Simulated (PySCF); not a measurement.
**Silicon: a sound run and one with changed settings**

Sound run: Si [Ne] 3s2 3p2, Si⁺ [Ne] 3s2 3p1. Calculation: PySCF 2.14, in cc-pVDZ-DK; the spin-free X2C one-electron Hamiltonian (Gaussian nucleus). The sound run starts from symmetry-adapted Hartree-Fock orbitals and uses a fine grid where one is needed.

A second run was set up differently.

```json
{"species": "Si", "method": "UHF", "sound run (hartree)": "-289.45207", "changed run (hartree)": "-289.45207", "converged": "yes"}
{"species": "Si", "method": "MN15", "sound run (hartree)": "-289.94192", "changed run (hartree)": "-289.94183", "converged": "yes"}
{"species": "Si", "method": "M06-L", "sound run (hartree)": "-289.95596", "changed run (hartree)": "-289.95723", "converged": "yes"}
{"species": "Si⁺", "method": "UHF", "sound run (hartree)": "-289.17161", "changed run (hartree)": "-289.17161", "converged": "yes"}
{"species": "Si⁺", "method": "MN15", "sound run (hartree)": "-289.64589", "changed run (hartree)": "-289.64508", "converged": "yes"}
{"species": "Si⁺", "method": "M06-L", "sound run (hartree)": "-289.65729", "changed run (hartree)": "-289.65707", "converged": "yes"}
```

Ionisation energy of Si:

| method | sound run (eV) | changed run (eV) |
| --- | --- | --- |
| UHF | 7.632 | 7.632 |
| MN15 | 8.055 | 8.075 |
| M06-L | 8.127 | 8.168 |

Problem. What was changed?
A. too few SCF iterations
B. all electrons correlated in a valence basis
C. level shift left on
D. angular grid far too coarse

Solution. D. It used 14 angular points. A coarse angular grid integrates products of high-l functions wrongly, so density functionals can shift, and the SCF can exploit the error; Hartree-Fock and MP2 need no grid.
